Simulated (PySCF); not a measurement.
Potential energy of SiS along the bond

Set-up: Si 3-21G, S 3-21G; no relativity (PySCF 2.14). Energies in eV from Si + S in their ground configurations at the same level. State: ¹Σ⁺ (singlet), closed shell.

All columns are PBE0. A positive dipole means Si(−)S(+).

| R (Å) | E (eV) | μ (D) | Mulliken charge on Si (basis-dependent) | HOMO (eV) | LUMO (eV) | Mayer bond order | ⟨S²⟩ |
| --- | --- | --- | --- | --- | --- | --- | --- |
| 1.736 | -3.506 | -1.31 | 0.33 | -7.91 | -2.00 | 2.08 | 0.00 |
| 1.816 | -4.367 | -1.61 | 0.37 | -8.02 | -2.24 | 2.10 | 0.00 |
| 1.897 | -4.840 | -1.91 | 0.40 | -8.10 | -2.47 | 2.11 | 0.00 |
| 1.958 | -5.008 | -2.13 | 0.41 | -8.14 | -2.64 | 2.13 | 0.00 |
| 2.018 | -5.056 | -2.34 | 0.42 | -8.17 | -2.79 | 2.14 | 0.00 |
| 2.079 | -5.011 | -2.55 | 0.43 | -8.19 | -2.94 | 2.16 | 0.00 |
| 2.159 | -4.846 | -2.82 | 0.43 | -7.98 | -3.12 | 2.18 | 0.00 |
| 2.260 | -4.524 | -3.13 | 0.42 | -7.72 | -3.33 | 2.21 | 0.00 |
| 2.381 | -4.034 | -3.47 | 0.41 | -7.44 | -3.55 | 2.24 | 0.00 |
| 2.543 | -3.297 | -3.88 | 0.39 | -7.11 | -3.80 | 2.28 | 0.00 |

A fit through these points gives, at Re = 2.016 Å, μ = -2.34 D and dμ/dR = -3.51 D/Å; the reduced mass is 14.92 u.

**Question.** How strong is the fundamental in the double-harmonic approximation, I = 42.26·(dμ/dR)²/μred km/mol?

**Answer.** I = 42.26·(-3.51)²/14.92 = 34.9 km/mol at PBE0.

3-21G is very small, so such numbers show the basis as much as the molecule.
